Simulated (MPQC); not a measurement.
# One shape, several levels: [C3H3]− (SMILES [C-]#CC)

Wanted: a comparison of 6 runs (HF/STO-3G, HF/3-21G, HF/6-31G**, PBE0/def2-SVP, MP2/3-21G, MP2/6-31G**) of [C3H3]−. 

The results are computed with MPQC 2.3.1.

1 further run of the same task is left out (set aside as unsound or not needed).

## (1) The structure to begin with

The species is [C3H3]− (6 atoms), meant as a singlet with charge -1. As SMILES, `[C-]#CC`. The shape is that of a GFN2-xTB optimisation.

Bond lengths: C1–C2 1.228 Å, C2–C3 1.492 Å, C3–H4 1.108 Å, C3–H5 1.108 Å, C3–H6 1.108 Å. Angles: C1–C2–C3 179.7°, C2–C3–H4 112.2°, C2–C3–H5 112.2°, C2–C3–H6 112.2°, H4–C3–H5 106.6°, H4–C3–H6 106.6°, H5–C3–H6 106.6°.

## (2) Energy and forces at HF/STO-3G (run 1)

Input file run.in:

```
molecule<Molecule>: (
  symmetry = c1
  unit = angstrom
  { atoms geometry } = {
    C  [ 0.201240 -1.998200 0.964310 ]
    C  [ 0.087170 -0.896470 0.432920 ]
    C  [ -0.044280 0.441560 -0.213210 ]
    H  [ -0.895410 0.483420 -0.921810 ]
    H  [ 0.860510 0.720060 -0.789080 ]
    H  [ -0.209240 1.249630 0.526870 ]
  }
)
basis<GaussianBasisSet>: (
  name = "STO-3G"
  molecule = $:molecule
  basisdir = "."
  puream = yes
)
mpqc: (
  checkpoint = no
  savestate = no
  restart = no
  do_energy = yes
  do_gradient = yes
  optimize = no
  mole<CLHF>: (
    molecule = $:molecule
    basis = $:basis
    total_charge = -1
    memory = 1000000000
    print_evals = yes
    print_npa = yes
    maxiter = 120
    value_accuracy = 1e-08
    guess_wavefunction<ExtendedHuckelWfn>: (
      molecule = $:molecule
      total_charge = -1
      multiplicity = 1
      basis<GaussianBasisSet>: (
        name = "STO-3G"
        molecule = $:molecule
      )
    )
  )
)
```

The basis set STO-3G is read from a file made from the Basis Set Exchange's data (not shown).

Run with:

```bash
$ mpqc run.in > run.out
```

The log of the run:

```text
MPQC: Massively Parallel Quantum Chemistry
[...]
  CLSCF::init: total charge = -1
[...]
  nbasis = 18
[...]
  iter     1 energy = -113.1452253874 delta = 3.91574e-01
[...]
  LUMO is    12   A =   0.765223
  total scf energy = -113.6531384676
[...]
Value of the MolecularEnergy: -113.6531384676
  Gradient of the MolecularEnergy:
      1    0.0071287003
      2   -0.0672378501
      3    0.0324083193
      4   -0.0069456549
      5    0.0635252373
      6   -0.0305382781
      7    0.0000384770
      8    0.0030076255
      9   -0.0014930037
     10   -0.0094014615
     11   -0.0035667143
     12   -0.0061838892
[...]
      symmetry = c1
[...]
```

Run time: 0.2 s. Hardware: 1 thread of Intel Xeon Gold 6455B (Sapphire Rapids), shared host.

## (3) Energy and gradient at HF/3-21G (run 2)

Input file mol.in:

```
molecule<Molecule>: (
   symmetry = c1
   unit = bohr
   { atoms geometry } = {
      C  [ 0.38028849  -3.77605074   1.82228180 ]
      C  [ 0.16472743  -1.69408278   0.81810023 ]
      C  [ -0.08367707   0.83442747  -0.40290851 ]
      H  [ -1.69207967   0.91353140  -1.74196844 ]
      H  [ 1.62612823   1.36071619  -1.49114509 ]
      H  [ -0.39540629   2.36145846   0.99564000 ]
   }
)
basis<GaussianBasisSet>: (
   name = "3-21G"
   molecule = $:molecule
   basisdir = "."
   puream = yes
)
mpqc: (
   checkpoint = no
   savestate = no
   restart = no
   do_energy = yes
   do_gradient = yes
   optimize = no
   mole<CLHF>: (
      molecule = $:molecule
      basis = $:basis
      total_charge = -1
      memory = 1000000000
      print_evals = yes
      print_npa = yes
      maxiter = 120
      value_accuracy = 1e-08
      guess_wavefunction<CLHF>: (
         molecule = $:molecule
         total_charge = -1
         memory = 1000000000
         value_accuracy = 1e-3
         basis<GaussianBasisSet>: (
            name = "STO-3G"
            molecule = $:molecule
         )
      )
   )
)
```

The basis set 3-21G is read from a file made from the Basis Set Exchange's data (not shown).

Run with:

```bash
$ mpqc mol.in > mol.out
```

The log of the run:

```text
MPQC: Massively Parallel Quantum Chemistry
[...]
  LUMO is    12   A =   0.458643
  total scf energy = -114.5716267156
[...]
Value of the MolecularEnergy: -114.5716267156
  Gradient of the MolecularEnergy:
      1   -0.0004947621
      2    0.0061712221
      3   -0.0029955956
      4    0.0016228260
      5   -0.0192307726
      6    0.0093684391
      7    0.0000181587
      8    0.0023318169
      9   -0.0011678808
     10   -0.0078203092
     11    0.0005383050
     12   -0.0065642740
[...]
      symmetry = c1
[...]
```

Wall time 0.48 s (1 thread of Intel Xeon Gold 6455B (Sapphire Rapids), shared host).

Run 3 isn't shown in full; the table further down has it.

## (4) Energy and forces at PBE0/def2-SVP (run 4)

Input file job.in:

```
% C3H3
molecule<Molecule>: (
  symmetry = c1
  unit = angstrom
  { atoms geometry } = {
    C  [ 0.201240 -1.998200 0.964310 ]
    C  [ 0.087170 -0.896470 0.432920 ]
    C  [ -0.044280 0.441560 -0.213210 ]
    H  [ -0.895410 0.483420 -0.921810 ]
    H  [ 0.860510 0.720060 -0.789080 ]
    H  [ -0.209240 1.249630 0.526870 ]
  }
)
basis<GaussianBasisSet>: (
  name = "def2-SVP"
  molecule = $:molecule
  basisdir = "."
  puream = yes
)
mpqc: (
  checkpoint = no
  savestate = no
  restart = no
  do_energy = yes
  do_gradient = yes
  optimize = no
  mole<CLKS>: (
    molecule = $:molecule
    basis = $:basis
    total_charge = -1
    memory = 1000000000
    print_evals = yes
    print_npa = yes
    maxiter = 120
    value_accuracy = 1e-08
    functional<SumDenFunctional>: (
      a0 = 0.25
      coefs = [ 0.75 1 ]
      funcs: [ <PBEXFunctional>: () <PBECFunctional>: () ]
    )
    integrator<RadialAngularIntegrator>: ( grid = xfine )
    guess_wavefunction<CLHF>: (
      molecule = $:molecule
      total_charge = -1
      memory = 1000000000
      value_accuracy = 1e-3
      basis<GaussianBasisSet>: (
        name = "STO-2G"
        molecule = $:molecule
      )
    )
  )
)
```

The basis set def2-SVP is read from a file made from the Basis Set Exchange's data (not shown).

Run with:

```bash
$ mpqc job.in > job.out
```

The log of the run:

```text
MPQC: Massively Parallel Quantum Chemistry
[...]
  Integrated electron density error = -0.000520467383
  iter     1 energy = -115.4721053051 delta = 1.24574e-01
  Integrated electron density error = 0.000011444009
  iter     2 energy = -115.7165524410 delta = 7.20260e-02
[...]
  Integrated electron density error = -0.000000020271
  iter    14 energy = -115.7805475604 delta = 9.79037e-08
  Integrated electron density error = -0.000000020272
  iter    15 energy = -115.7805475604 delta = 3.41225e-08
  Integrated electron density error = -0.000000020271
  iter    16 energy = -115.7805475604 delta = 1.57462e-08
[...]
  LUMO is    12   A =   0.236400
  total scf energy = -115.7805475604
[...]
  Integrated electron density error = -0.000000020243
  Total Gradient:
[...]
Value of the MolecularEnergy: -115.7805475604
  Gradient of the MolecularEnergy:
      1   -0.0035060599
      2    0.0350209405
      3   -0.0169076642
      4    0.0047971714
      5   -0.0494997024
      6    0.0239529663
      7   -0.0016745223
      8    0.0193178357
      9   -0.0093460830
     10    0.0002626462
     11   -0.0015418625
     12    0.0008392884
[...]
        symmetry = c1
[...]
```

It took 23 s on 1 thread of Intel Xeon Gold 6455B (Sapphire Rapids), shared host.

Run 5 isn't shown in full; the table further down has it.

## (5) Energy and gradient at MP2/6-31G(d,p) (spherical functions) (run 6)

Input file mol.in:

```
% C3H3
molecule<Molecule>: (
   symmetry = c1
   unit = bohr
   { atoms geometry } = {
      C  [ 0.38028849 -3.77605074 1.82228180 ]
      C  [ 0.16472743 -1.69408278 0.81810023 ]
      C  [ -0.08367707 0.83442747 -0.40290851 ]
      H  [ -1.69207967 0.91353140 -1.74196844 ]
      H  [ 1.62612823 1.36071619 -1.49114509 ]
      H  [ -0.39540629 2.36145846 0.99564000 ]
   }
)
basis<GaussianBasisSet>: (
   name = "6-31G**"
   molecule = $:molecule
   basisdir = "."
   puream = yes
)
mpqc: (
   checkpoint = no
   savestate = no
   restart = no
   do_energy = yes
   do_gradient = yes
   optimize = no
   mole<MBPT2>: (
      molecule = $:molecule
      basis = $:basis
      memory = 1000000000
      method = mp
      nfzc = 3
      reference<CLHF>: (
         molecule = $:molecule
         basis = $:basis
         total_charge = -1
         memory = 1000000000
         print_evals = yes
         maxiter = 120
         value_accuracy = 1e-08
         guess_wavefunction<ExtendedHuckelWfn>: (
            molecule = $:molecule
            total_charge = -1
            multiplicity = 1
            basis<GaussianBasisSet>: (
               name = "STO-3G"
               molecule = $:molecule
            )
         )
      )
   )
)
```

The basis set 6-31G** is read from a file made from the Basis Set Exchange's data (not shown).

Run with:

```bash
$ mpqc mol.in > mol.out
```

The log of the run:

```text
MPQC: Massively Parallel Quantum Chemistry
[...]
  CLSCF::init: total charge = -1
[...]
  nbasis = 57
[...]
  iter     1 energy = -114.3815397541 delta = 1.08319e-01
[...]
  LUMO is    12   A =   0.417582
  total scf energy = -115.2191394080
[...]
  MP2 correlation energy [au]:         -0.392211025200
  MP2 energy [au]:                   -115.611350433159
[...]
Value of the MolecularEnergy: -115.6113504332
  Gradient of the MolecularEnergy:
      1   -0.0054490983
      2    0.0536758984
      3   -0.0259036183
      4    0.0064850158
      5   -0.0654318898
      6    0.0316355408
      7   -0.0007341104
      8    0.0096521314
      9   -0.0046863925
     10   -0.0054269494
     11   -0.0014660449
     12   -0.0038099672
[...]
        symmetry = c1
[...]
```

Run time: 7.8 s. Hardware: 1 thread of Intel Xeon Gold 6455B (Sapphire Rapids), shared host.

## (6) Overview of the runs

```
run                              level   starting guess  integration grid  energy (Eh)  HOMO energy (eV)  LUMO energy (eV)  HOMO–LUMO gap (eV)  wall time
  1                          HF/STO-3G    huckel STO-3G                 –  -113.653138              1.69             20.82               19.14      0.2 s
  2                           HF/3-21G           STO-3G                 –  -114.571627             -2.23             12.48               14.71     0.48 s
  3   HF/6-31G** (spherical functions)  MINI (Huzinaga)                 –  -115.219139             -2.24             11.36               13.61      3.3 s
  4                      PBE0/def2-SVP           STO-2G             xfine  -115.780548              0.19              6.43                6.25       23 s
  5                          MP2/3-21G           STO-2G                 –  -114.834275             -2.23             12.48               14.71      1.4 s
  6  MP2/6-31G** (spherical functions)    huckel STO-3G                 –  -115.611350             -2.24             11.36               13.61      7.8 s
```

## (7) Results

```
                                                    quantity          value
                                         run 6: total energy  -115.61135 Eh
                  run 6: HOMO energy (Hartree–Fock orbitals)       -2.24 eV
                  run 6: LUMO energy (Hartree–Fock orbitals)       11.36 eV
run 6: HOMO–LUMO gap (to an unbound level, set by the basis)       13.61 eV
          run 6: correlation energy (3 core orbitals frozen)     -392.2 mEh
                             run 6: largest force on an atom     3.752 eV/Å
```

What this shows: Over runs 1, 2, 3, 4 the HOMO–LUMO gap runs from 6.25 eV (PBE0/def2-SVP) to 19.14 eV (HF/STO-3G). The two ends differ in method and basis. The empty levels of an anion lie above zero and hang on the basis. In runs 1, 4 the HOMO lies above zero, so the outermost electron may be held by the basis alone. In run 1 the basis is minimal, so the values are rough. All runs together took 36 s, the longest 23 s.
